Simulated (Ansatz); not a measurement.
# The cluster Cu₃+: one molecule under many settings

How do the results and run time of the cluster Cu₃+ respond when the settings are drawn wide?

Program: Ansatz 0.2.0, Gaussian basis. Level of theory: the settings change from run to run. These are calculated values, not measurements.

### Step 1. The molecule

The structure was relaxed beforehand with PBE0-D4 in a triple-zeta def2 set.

3 atoms, charge 1, spin multiplicity 1.

Atoms are counted from 1 here; the program's logs count them from 0.

Bond lengths: Cu1–Cu2 2.399 Å, Cu1–Cu3 2.399 Å, Cu2–Cu3 2.399 Å. Angles: Cu2–Cu1–Cu3 60.0°, Cu1–Cu2–Cu3 60.0°, Cu1–Cu3–Cu2 60.0°.

### Step 2. LC-wPBE/def2-mTZVP

Options: density fitting with def2-universal-jkfit.

in.yaml

```yaml
crystal:
  periodic: [false, false, false]
  atoms:
    - {symbol: Cu, position_ang: [-0.425632, 1.102586, 0.722704]}
    - {symbol: Cu, position_ang: [-0.095720, -0.001414, -1.382019]}
    - {symbol: Cu, position_ang: [0.521352, -1.101172, 0.659305]}
basis:
  gaussian: {orbitals: def2-mTZVP, fitting: {mean_field: def2-universal-jkfit}}
total_charge: 1
hamiltonian: {xc: {name: LC-wPBE}}
scf: {omitted_lower_state_checks: [starts]}
```

The run is started by

```bash
> ansatz run in.yaml --threads 4 --pin off --events-out ev --progress --plain --max-ram 3916MiB
```

Output:

```text
Functional definition: LC-wPBE
  name "LC-wPBE"
  cite "Vydrov & Scuseria, J. Chem. Phys. 125, 234109 (2006) doi:10.1063/1.2409292"
  cite "Heyd & Scuseria, J. Chem. Phys. 120, 7274 (2004) doi:10.1063/1.1668634"
  cite "Ernzerhof & Perdew, J. Chem. Phys. 109, 3313 (1998) doi:10.1063/1.476928"
  cite "Perdew, Burke & Ernzerhof, Phys. Rev. Lett. 77, 3865 (1996) doi:10.1103/PhysRevLett.77.3865"
  parent pbe
  parameter omega = 0.4/bohr
  exchange = pbe_x_sr(omega) + exact_x_lr(omega)
  correlation = pbe_c
these checks for a lower state are left out or cut short: starts
792 factors; integrals over basis functions are off by at most 2.4e-3 eV
792 factors; integrals over basis functions are off by at most 6.0e-7 eV
mean field evaluation 1: about -133869.2550 eV, gradient 2.0e2 eV
mean field evaluation 2: about -133545.2332 eV, gradient 6.5e2 eV
mean field evaluation 4: about -133897.0701 eV, gradient 5.5e1 eV
mean field evaluation 8: about -133899.0589 eV, gradient 2.9e-1 eV
mean field evaluation 16: about -133899.0628 eV, gradient 2.0e-4 eV
mean field -133899.06280767 eV, -4920.6997981374 hartree, gradient 5.1e-5 eV, S^2 0.000000; 0 other end points of the search recorded, 0 dependent functions left out
reference -133899.06280768 eV, -4920.6997981377 hartree; 43, 43 occupied and 56, 56 virtual orbitals, 792 factors
Total energy: -133899.06280768 eV, -4920.6997981377 hartree
Checks for a lower state left out: starts
```

Run time: 1.3 s. Hardware: 4 threads of Arm Neoverse V1, shared host.

### Step 3. SVWN5/6-31G*

in.yaml, as its differences from that of step 2:

```diff
@@ -7,5 +7,4 @@
 basis:
-  gaussian: {orbitals: def2-mTZVP, fitting: {mean_field: def2-universal-jkfit}}
+  gaussian: {orbitals: "6-31G*"}
 total_charge: 1
-hamiltonian: {xc: {name: LC-wPBE}}
-scf: {omitted_lower_state_checks: [starts]}
+hamiltonian: {xc: {name: SVWN5}}
```

Same command.

Output (excerpt; [...] marks lines left out):

```text
Functional definition: SVWN5
  name "SVWN5"
  cite "Dirac, Proc. Camb. Phil. Soc. 26, 376 (1930) doi:10.1017/S0305004100016108"
  cite "Slater, Phys. Rev. 81, 385 (1951) doi:10.1103/PhysRev.81.385"
  cite "Vosko, Wilk & Nusair, Can. J. Phys. 58, 1200 (1980) doi:10.1139/p80-159"
[...]
1086 factors; their error is unknown
[...]
mean field -133663.91982043 eV, -4912.0584527420 hartree, gradient 1.1e-5 eV, S^2 0.000000; 8 other end points of the search recorded, 0 dependent functions left out
reference -133663.91985432 eV, -4912.0584539875 hartree; 43, 43 occupied and 65, 65 virtual orbitals, 1086 factors
Total energy: -133663.91985432 eV, -4912.0584539875 hartree
```

Wall time 5.5 s (4 threads of Arm Neoverse V1, shared host).

### Step 4. r2SCAN/6-31G*

Set apart from the defaults: a grid of angular degree 11.

in.yaml, as its differences from that of step 3:

```diff
@@ -7,4 +7,5 @@
 basis:
-  gaussian: {orbitals: "6-31G*"}
+  gaussian: {orbitals: "6-31G*", final_grid: {core_spheres: 5, valence_spheres: 4, degree: 11}}
 total_charge: 1
-hamiltonian: {xc: {name: SVWN5}}
+hamiltonian: {xc: {name: r2SCAN}}
+scf: {omitted_lower_state_checks: [starts]}
```

Launched as before.

Output (excerpt; [...] marks lines left out):

```text
Functional definition: r2SCAN
  name "r2SCAN"
  cite "Furness, Kaplan, Ning, Perdew & Sun, J. Phys. Chem. Lett. 11, 8208 (2020) doi:10.1021/acs.jpclett.0c02405"
  cite "Furness, Kaplan, Ning, Perdew & Sun, J. Phys. Chem. Lett. 11, 9248 (2020) doi:10.1021/acs.jpclett.0c03077"
  parent r2scan
[...]
1086 factors; their error is unknown
[...]
mean field -133887.72242534 eV, -4920.2830467735 hartree, gradient 3.2e-5 eV, S^2 0.000000; 0 other end points of the search recorded, 0 dependent functions left out
reference -133887.72243224 eV, -4920.2830470272 hartree; 43, 43 occupied and 65, 65 virtual orbitals, 1086 factors
Total energy: -133887.72243224 eV, -4920.2830470272 hartree
Checks for a lower state left out: starts
```

Wall time 2 s (4 threads of Arm Neoverse V1, shared host).

### Step 5. wB97/6-31G

in.yaml

```yaml
crystal:
  periodic: [false, false, false]
  atoms:
    - {symbol: Cu, position_ang: [-0.425632, 1.102586, 0.722704]}
    - {symbol: Cu, position_ang: [-0.095720, -0.001414, -1.382019]}
    - {symbol: Cu, position_ang: [0.521352, -1.101172, 0.659305]}
basis:
  gaussian: {orbitals: 6-31G}
total_charge: 1
hamiltonian: {xc: {name: wB97}}
```

The command is unchanged.

Output (excerpt; [...] marks lines left out):

```text
Functional definition: wB97
  name "wB97"
  cite "Chai & Head-Gordon, J. Chem. Phys. 128, 084106 (2008) doi:10.1063/1.2834918"
  cite "Becke, J. Chem. Phys. 107, 8554 (1997) doi:10.1063/1.475007"
[...]
  # The coefficients of nought are those of the uniform gas.
[...]
      + integral(e_c_pw_opposite_spin*poly(b97_u_opposite, 1, cos1, cos2, cos3, cos4))
1041 factors; their error is unknown
190 factors; integrals over basis functions are off by at most 2.1e-3 eV
[...]
mean field -133899.01205808 eV, -4920.6979331244 hartree, gradient 6.8e-5 eV, S^2 0.000000; 0 other end points of the search recorded, 0 dependent functions left out
reference -133899.01204817 eV, -4920.6979327601 hartree; 43, 43 occupied and 44, 44 virtual orbitals, 1041 factors
Total energy: -133899.01204817 eV, -4920.6979327601 hartree
```

Wall time 3.5 s (4 threads of Arm Neoverse V1, shared host).

### Step 6. The runs in one table

| level | charge | multiplicity | geometry | functions | energy (eV) | time |
| --- | --- | --- | --- | --- | --- | --- |
| LC-wPBE/def2-mTZVP | 1 | 1 | relaxed | 99 | -133899.063 | 1.3 s |
| SVWN5/6-31G* | 1 | 1 | relaxed | 108 | -133663.920 | 5.5 s |
| r2SCAN/6-31G* | 1 | 1 | relaxed | 108 | -133887.722 | 2 s |
| wB97/6-31G | 1 | 1 | relaxed | 87 | -133899.012 | 3.5 s |

### Step 7. What came out

```
                                         quantity                      value
                                             runs                          4
                                         quickest  LC-wPBE/def2-mTZVP, 1.3 s
                                          slowest        SVWN5/6-31G*, 5.5 s
spread of total energies, same state and geometry                   235.1 eV
```

**Reading.** Run time spans a factor of 4, from LC-wPBE/def2-mTZVP to SVWN5/6-31G*. The jobs differ in tasks and options as well as level. Total energies at one charge and spin differ by 235 eV between levels, so only differences within one level mean anything.
